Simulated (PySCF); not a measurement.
A structure optimised at PBE0-D3(BJ)/def2-SVP, used in a PySCF frequency run:

```xyz
12

C      0.7599     0.7599     0.1286
C      0.7599    -0.7599    -0.1286
C     -0.7599    -0.7599     0.1286
C     -0.7599     0.7599    -0.1286
H      0.9900     0.9900     1.1808
H      1.3945     1.3945    -0.5089
H      0.9900    -0.9900    -1.1808
H      1.3945    -1.3945     0.5089
H     -1.3945    -1.3945    -0.5089
H     -0.9900    -0.9900     1.1808
H     -0.9900     0.9900    -1.1808
H     -1.3945     1.3945     0.5089
```

Write its SMILES, formula and point group.

C1CCC1, C4H8, D2d

What are its rotational constants (standard atomic weights)?

10.753, 10.753, 6.3912 GHz
